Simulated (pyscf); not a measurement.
Cl–CH₂–GeH₃ + H• → H₃C–GeH₃ + Cl•, a substitution at C (doublet surface; C–Cl broken, C–H formed). Structures and frequencies: ωB97X-D3(BJ)/def2-SVP in PySCF. Energies in eV from the separated reactants.

Small-basis levels: PySCF, no dispersion term, spherical d functions. AM1 to PM7: differences of heats of formation from MOPAC, which are fitted to 298 K values and so differ in kind from electronic energies by zero-point and thermal terms. GFN2-xTB: tblite. Open shells are spin-unrestricted. 

| level | barrier | reaction energy |
|---|---|---|
| HF/3-21G | 0.80 | -1.97 |
| SVWN5/6-31G*+LANL2DZ | 0.14 | -0.77 |
| PBE/def2-SVP | … | -0.92 |
| GFN2-xTB | 0.72 | -0.63 |
| AM1 | 0.49 | -0.62 |
| PM3 | 0.04 | -0.98 |
| PM6 | 0.62 | -0.80 |
| ωB97M-D3(BJ)/def2-TZVP | … | -1.10 |

Complete the blanks.


- PBE/def2-SVP, barrier: 0.45
- ωB97M-D3(BJ)/def2-TZVP, barrier: 0.69

Against the last row the barrier runs from -0.65 (PM3) to +0.11 eV (HF/3-21G). ωB97M-D3(BJ)/def2-TZVP has limits of its own. Abstraction by the radical was not located in this set and often lies lower. Cl–CH₂–GeH₃ lies 1.63 eV over its isomer H₃C–GeH₂–Cl (electronic energy, ωB97M-D3(BJ)/def2-TZVP). One saddle was located; it need not be the lowest between these sides. The angle at the attacked C is 179°. Left out: the spin-orbit lowering of Cl. In the def2 sets elements up to Kr have no core potential.
